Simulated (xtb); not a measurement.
xtb input (GFN2-xTB):

```bash
xtb mol.xyz --gfn 2 --sp --chrg 1 --uhf 0
```
mol.xyz:
```
4

Si     0.00000000     0.00000000     0.00000000
H      0.01222522     1.46745298    -0.00876651
H      1.26466648    -0.74421996     0.01999757
H     -1.27689170    -0.72323302    -0.01123105
```

Output:

```
           -------------------------------------------------
          |                Calculation Setup                |
           -------------------------------------------------

           -------------------------------------------------
          |                 G F N 2 - x T B                 |
           -------------------------------------------------

        Reference                      10.1021/acs.jctc.8b01176
      * Hamiltonian:
        H0-scaling (s, p, d)           1.850000    2.230000    2.230000
        zeta-weighting                 0.500000
      * Dispersion:
        s8                             2.700000
        a1                             0.520000
        a2                             5.000000
        s9                             5.000000
      * Repulsion:
        kExp                           1.500000    1.000000
        rExp                           1.000000
      * Coulomb:
        alpha                          2.000000
        third order                    shell-resolved
        anisotropic                    true
        a3                             3.000000
        a5                             4.000000
        cn-shift                       1.200000
        cn-exp                         4.000000
        max-rad                        5.000000

          ...................................................
          :                      SETUP                      :
          :.................................................:
          :  # basis functions                  13          :
          :  # atomic orbitals                  12          :
          :  # shells                            6          :
          :  # electrons                         6          :
          :  max. iterations                   250          :
          :  Hamiltonian                  GFN2-xTB          :
          :  restarted?                      false          :
          :  GBSA solvation                  false          :
          :  PC potential                    false          :
          :  electronic temp.          300.0000000     K    :
          :  accuracy                    1.0000000          :
          :  -> integral cutoff          0.2500000E+02      :
          :  -> integral neglect         0.1000000E-07      :
          :  -> SCF convergence          0.1000000E-05 Eh   :
          :  -> wf. convergence          0.1000000E-03 e    :
          :  Broyden damping             0.4000000          :
          :  net charge                          1          :
          :  unpaired electrons                  0          :
          ...................................................

 iter      E             dE          RMSdq      gap      omega  full diag
   1     -2.7707731 -0.277077E+01  0.184E+01    4.70       0.0  T
   2     -2.8121540 -0.413809E-01  0.127E+01    3.93       1.0  T
   3     -2.8080376  0.411644E-02  0.230E+00    3.55       1.0  T
   4     -2.8128110 -0.477348E-02  0.958E-01    4.28       1.0  T
   5     -2.8151263 -0.231529E-02  0.346E-01    3.96       1.0  T
   6     -2.8152632 -0.136889E-03  0.121E-01    4.06       1.0  T
   7     -2.8152742 -0.109718E-04  0.798E-02    4.05       1.0  T
   8     -2.8152831 -0.895963E-05  0.148E-03    4.03      33.9  T
   9     -2.8152831  0.221827E-08  0.187E-03    4.03      26.8  T
  10     -2.8152832 -0.516161E-08  0.590E-06    4.03    8475.7  T
  11     -2.8152832 -0.528466E-13  0.193E-07    4.03  100000.0  T

   *** convergence criteria satisfied after 11 iterations ***

         #    Occupation            Energy/Eh            Energy/eV
      -------------------------------------------------------------
         1        2.0000           -0.9996549             -27.2020
         2        2.0000           -0.6965248             -18.9534
         3        2.0000           -0.6965248             -18.9534 (HOMO)
         4                         -0.5483293             -14.9208 (LUMO)
         5                         -0.4770356             -12.9808
         6                         -0.4770356             -12.9808
         7                         -0.4261710             -11.5967
         8                         -0.3834694             -10.4347
       ...                                ...                  ...
        12                          0.3456592               9.4059
      -------------------------------------------------------------
                  HL-Gap            0.1481955 Eh            4.0326 eV
             Fermi-level           -0.6224271 Eh          -16.9371 eV

 SCC (total)                   0 d,  0 h,  0 min,  0.003 sec
 SCC setup                      ...        0 min,  0.000 sec (  3.121%)
 Dispersion                     ...        0 min,  0.000 sec (  0.983%)
 classical contributions        ...        0 min,  0.000 sec (  0.524%)
 integral evaluation            ...        0 min,  0.000 sec ( 10.635%)
 iterations                     ...        0 min,  0.002 sec ( 69.535%)
 molecular gradient             ...        0 min,  0.000 sec ( 10.906%)
 printout                       ...        0 min,  0.000 sec (  3.908%)

         :::::::::::::::::::::::::::::::::::::::::::::::::::::
         ::                     SUMMARY                     ::
         :::::::::::::::::::::::::::::::::::::::::::::::::::::
         :: total energy              -2.788470837490 Eh    ::
         :: gradient norm              0.001741833188 Eh/a0 ::
         :: HOMO-LUMO gap              4.032603709028 eV    ::
         ::.................................................::
         :: SCC energy                -2.815283133755 Eh    ::
         :: -> isotropic ES            0.140495017221 Eh    ::
         :: -> anisotropic ES         -0.014023626255 Eh    ::
         :: -> anisotropic XC         -0.009063004780 Eh    ::
         :: -> dispersion             -0.000552245853 Eh    ::
         :: repulsion energy           0.026812296265 Eh    ::
         :: add. restraining           0.000000000000 Eh    ::
         :: total charge               1.000000000000 e     ::
         :::::::::::::::::::::::::::::::::::::::::::::::::::::

           -------------------------------------------------
          |                Property Printout                |
           -------------------------------------------------

    * Orbital Energies and Occupations

         #    Occupation            Energy/Eh            Energy/eV
      -------------------------------------------------------------
         1        2.0000           -0.9996549             -27.2020
         2        2.0000           -0.6965248             -18.9534
         3        2.0000           -0.6965248             -18.9534 (HOMO)
         4                         -0.5483293             -14.9208 (LUMO)
         5                         -0.4770356             -12.9808
         6                         -0.4770356             -12.9808
         7                         -0.4261710             -11.5967
         8                         -0.3834694             -10.4347
         9                         -0.3834694             -10.4347
        10                          0.3448667               9.3843
        11                          0.3448667               9.3843
        12                          0.3456592               9.4059
      -------------------------------------------------------------
                  HL-Gap            0.1481955 Eh            4.0326 eV
             Fermi-level           -0.6224271 Eh          -16.9371 eV

     #   Z          covCN         q      C6AA      α(0)
     1  14 Si       2.752     0.641   168.629    28.517
     2   1 H        0.917     0.120     1.617     1.989
     3   1 H        0.917     0.120     1.617     1.989
     4   1 H        0.917     0.120     1.617     1.989
Note: The following floating-point exceptions are signalling: IEEE_DENORMAL
normal termination of xtb

 Mol. C6AA /au·bohr⁶  :        278.095660
 Mol. C8AA /au·bohr⁸  :      15028.246110
 Mol. α(0) /au        :         34.483598

Wiberg/Mayer (AO) data.
largest (>0.10) Wiberg bond orders for each atom

 ---------------------------------------------------------------------------
     #   Z sym  total        # sym  WBO       # sym  WBO       # sym  WBO
 ---------------------------------------------------------------------------
     1  14 Si   2.693 --     4 H    0.898     2 H    0.898     3 H    0.898
     2   1 H    0.986 --     1 Si   0.898
     3   1 H    0.986 --     1 Si   0.898
     4   1 H    0.986 --     1 Si   0.898
 ---------------------------------------------------------------------------

Topologies differ in total number of bonds
Writing topology from bond orders to xtbtopo.mol

molecular dipole:
                 x           y           z       tot (Debye)
 q only:        0.000       0.000       0.000
   full:        0.000       0.000      -0.000       0.000
molecular quadrupole (traceless):
                xx          xy          yy          xz          yz          zz
 q only:        0.690       0.000       0.690       0.025      -0.013      -1.380
  q+dip:        1.415       0.000       1.415       0.052      -0.026      -2.830
   full:       -0.217      -0.000      -0.217      -0.008       0.004       0.434

           -------------------------------------------------
          | TOTAL ENERGY               -2.788470837490 Eh   |
          | GRADIENT NORM               0.001741833188 Eh/α |
          | HOMO-LUMO GAP               4.032603709028 eV   |
           -------------------------------------------------

------------------------------------------------------------------------
------------------------------------------------------------------------
 total:
 SCF:
```
